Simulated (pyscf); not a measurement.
HO–BH–OH + hydrogen (H₂) → H₂B–OH + water (H₂O), a four-centre exchange (singlet surface; B–O, H–H broken, B–H, H–O formed). Optimised with ωB97X-D3(BJ)/def2-SVP in PySCF. Energies in kJ/mol from the separated reactants.

Small-basis levels: PySCF, no dispersion term, spherical d functions. 

Question: In single points HF/STO-3G puts the saddle at 342.4 kJ/mol and the reaction energy at +152.6 kJ/mol. Should these be trusted to within a few kcal/mol? Compare with ωB97M-D3(BJ)/def2-TZVP.

Answer: ωB97M-D3(BJ)/def2-TZVP gives ΔE‡ = 214.9 kJ/mol and ΔE = +124.9 kJ/mol. HF/STO-3G lies 127.4 kJ/mol over it in the barrier and 27.6 kJ/mol over it in the reaction energy, so on this step it does not hold to within 12.6 kJ/mol. ωB97M-D3(BJ)/def2-TZVP has limits of its own. At the saddle there is also a short B–H contact that neither side keeps. This is the saddle that the search found; another between the same sides may lie lower.
